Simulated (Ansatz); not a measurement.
Two isomers of C5H9N: A = `CCCCC#N`, B = `[C-]#[N+]C(C)(C)C`.

Calculated with Ansatz (gas phase, PBE0-D4/def2-TZVP geometries, no zero-point term in ΔE). CBS: MP2 limit from def2 TZ/QZ plus the TZ coupled-cluster correction, frozen cores. DFT in def2-TZVPP. B3LYP here is the variant with VWN-RPA as its local correlation; programs differ in this. Each species was taken in one conformer, which may not be the lowest.

(1) Which is lower in electronic energy at CCSD(T)/CBS, and by how much? (An estimate is asked.)

(2) Give E(B) − E(A) in kcal/mol with PBE0-D4, PBE-D4, B3LYP-D4, CCSD(T)/def2-SVP, LDA (SPW92), MP2/def2-TZVPP, CCSD/def2-TZVPP. (Estimate.)

(3) Does the order hold for the free energy at 298.15 K (harmonic terms from PBE0-D4)? (Best estimate.)

Largest T1 diagnostic: 0.011.

Answers

(1) Computed: A, by 16.7 kcal/mol.

(2) The calculation gave: PBE0-D4 18.1, PBE-D4 18.9, B3LYP-D4 17.0, CCSD(T)/def2-SVP 15.6, LDA (SPW92) 17.7, MP2/def2-TZVPP 18.4, CCSD/def2-TZVPP 17.0. None reverses the order clearly.

(3) The calculation gave: Yes: G(B) − G(A) = +16.9 kcal/mol, for one conformer each.

Leaving LDA and LC-ωPBE aside and taking each functional with its dispersion term where it has one, the values, not all of them listed here, spread over 3.3 kcal/mol, from ωB97M-V to PBE-D4. LDA lies −2.3 kcal/mol from PBE without D4. The D4 term adds −1.8 kcal/mol with B3LYP and −0.9 kcal/mol with PBE0; it sums over pairs of atoms, weighted by their polarisabilities, and B3LYP, whose exchange is more repulsive, gets the larger term.
